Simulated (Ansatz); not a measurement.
**triplet OH(+): levels of theory in one basis**

```xyz
2

O     0.0000    0.0000   -0.5614
H     0.0000    0.0000    0.5614
```

Basis set: def2-SVP (spherical functions). Left uncorrelated: 1 orbital. Correlation on ROHF uses semicanonical orbitals with singles. Charge 1, multiplicity 3.

Computed with Ansatz (development build ahead of 0.2.0); each method stands on the lowest determinant of its kind that the runs found.

| method | E − E(ROHF) (eV) | <S²> of the determinant |
| --- | --- | --- |
| ROHF | 0.00 | – |
| UHF | -0.23 | 2.02 |
| ROHF-MP2 | -3.16 | – |
| UHF-MP2 | -3.18 | 2.02 |
| ROHF-CCSD(T) | -3.74 | – |
| UHF-CCSD(T) | -3.74 | 2.02 |

(1) Is a single determinant a sound starting point here?

Answers

(1) By this sign, yes. Unrestricted orbitals gain 0.23 eV and <S²> is 2.02 against 2.00 for a pure state.
